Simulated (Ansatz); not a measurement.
System: zinc-blende HgSe. Method: HSE06-D3(BJ) in Ansatz (PAW).

Settings: plane-wave cutoff 460 eV, 8×8×8 k mesh, Fermi–Dirac smearing 0.01 eV, scalar-relativistic PAW data made under PBE.

Cell (relaxed at this level):

```cif
data_Hg4Se4
_chemical_formula_sum 'Hg4 Se4'
_space_group_name_H-M_alt 'F-43m'
_space_group_IT_number 216
_space_group_name_Hall 'F -4 2 3'
_cell_length_a 6.08543
_cell_length_b 6.08543
_cell_length_c 6.08543
_cell_angle_alpha 90.000
_cell_angle_beta 90.000
_cell_angle_gamma 90.000
loop_
_atom_site_label
_atom_site_type_symbol
_atom_site_symmetry_multiplicity
_atom_site_Wyckoff_symbol
_atom_site_fract_x
_atom_site_fract_y
_atom_site_fract_z
_atom_site_occupancy
Hg1 Hg 4 a 0.00000 0.00000 0.00000 1
Se1 Se 4 d 0.75000 0.75000 0.75000 1
```
(The calculation used a cell of 2 atoms; values per cell refer to that cell.)

Give the computed bulk modulus and pressure derivative B′ of the bulk modulus.


bulk modulus: 58.2 GPa
pressure derivative B′ of the bulk modulus: 4.8

The run finds no gap.

Measured, for comparison: bulk modulus 50 GPa (temperature not stated, no zero-point or thermal correction, our sources range from 48.5 to 51.6; as tabulated in Toher et al. (2017), arXiv:1611.05714). Computed (rounded) less measured: bulk modulus +16 % (+13 % to +20 % over the range).

Spin–orbit coupling is not included; it can open a gap where bands touch, and shift volumes and moduli.

The computed numbers hold no vibrational or temperature effects.

Ansatz is a program for electronic structure.
